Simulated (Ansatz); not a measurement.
B20 (FeSi-type) FeSi

Level of theory: LDA (Ansatz, a first-principles code, PAW).

Run with plane-wave cutoff 520 eV, 8×8×8 k mesh, no spin polarisation, scalar-relativistic PAW data made under PBE.

Cell (measured lattice):

```xyz
8
Lattice="4.4869 0.0000 0.0000 0.0000 4.4869 0.0000 0.0000 0.0000 4.4869" Properties=species:S:1:pos:R:3 pbc="T T T"
Fe     2.8376     1.6493     3.8927
Fe     0.5942     0.5942     0.5942
Fe     1.6493     3.8927     2.8376
Fe     3.8927     2.8376     1.6493
Si     1.5204     2.9664     0.7230
Si     3.7639     3.7639     3.7639
Si     2.9664     0.7230     1.5204
Si     0.7230     1.5204     2.9664
```

For B20 (FeSi-type) FeSi, the elastic constant C11 comes out as 294 GPa. The elastic constant C12 is 100 GPa and the elastic constant C44 is 140 GPa. The voigt–Reuss–Hill bulk modulus is 165 GPa and the polycrystal shear modulus (Hill average) is 121 GPa. The Young modulus comes out as 291 GPa and the Poisson ratio is 0.206.

Measured, for comparison: elastic constant C11 317 GPa, elastic constant C12 113 GPa, elastic constant C44 125 GPa (temperature not stated, no zero-point or thermal correction; as tabulated in S\"ule et al. (2014), arXiv:1401.1310). Computed (rounded) less measured: elastic constant C11 -7 %, elastic constant C12 -12 %, elastic constant C44 +12 %.

Note: the cell isn't this level's own, so it is under some stress, which shifts stiffness and frequencies.

Elastic constants are with the ions relaxed.

The computed numbers hold no vibrational or temperature effects.

The result took roughly 50 core-minutes.
